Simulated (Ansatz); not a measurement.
singlet CHF: levels of theory in one basis

```xyz
3

H     0.0000    0.1857   -0.9424
C     0.0000   -0.4908   -0.0413
F     0.0000    0.3050    0.9836
```

Basis set: def2-SVP (spherical functions). Correlated methods keep 2 orbitals frozen. Charge 0, multiplicity 1.

Computed with Ansatz (development build ahead of 0.2.0); each method stands on the lowest determinant of its kind that the runs found.

```
     method  E − E(RHF) (eV)  <S²> of the determinant
        RHF             0.00                        –
        UHF            -0.25                     0.54
    RHF-MP2            -8.00                        –
RHF-CCSD(T)            -8.78                        –
UHF-CCSD(T)            -8.75                     0.54
```

What does UHF-MP2 give on the same scale?

-7.91 eV.

Caution for UHF, UHF-MP2, UHF-CCSD(T): the unrestricted determinant is spin contaminated. Caution for UHF-MP2, UHF-CCSD(T): a plain start can end on a higher determinant.
